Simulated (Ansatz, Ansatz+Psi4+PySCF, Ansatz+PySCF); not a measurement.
```yaml
atoms:
  - { symbol: C, position_ang: [0.4005, -0.1194, 0.1300] }
  - { symbol: C, position_ang: [-0.1023, -0.7899, -0.8985] }
  - { symbol: F, position_ang: [-0.2840, 0.8755, 0.7419] }
  - { symbol: H, position_ang: [-1.0860, -0.5650, -1.2901] }
  - { symbol: H, position_ang: [0.4798, -1.5774, -1.3571] }
```

Basis set: cc-pVTZ (spherical functions). Frozen core: 3 orbitals. Correlation on ROHF uses semicanonical orbitals with singles. Charge 0, multiplicity 2.

Computed with Ansatz (development build ahead of 0.2.0); each method stands on the lowest determinant of its kind that the runs found.

(1) Give the atomization energy at this shape (free ground-state atoms in the same class of orbitals less the molecule, no zero-point energy) of doublet C2H2F by ROHF-MP2, UHF-MP2.

## Answers

(1)

```
  method  atomization energy
ROHF-MP2       1880.8 kJ/mol
 UHF-MP2       1853.1 kJ/mol
```

Caution for UHF-MP2: the unrestricted determinant is spin contaminated.
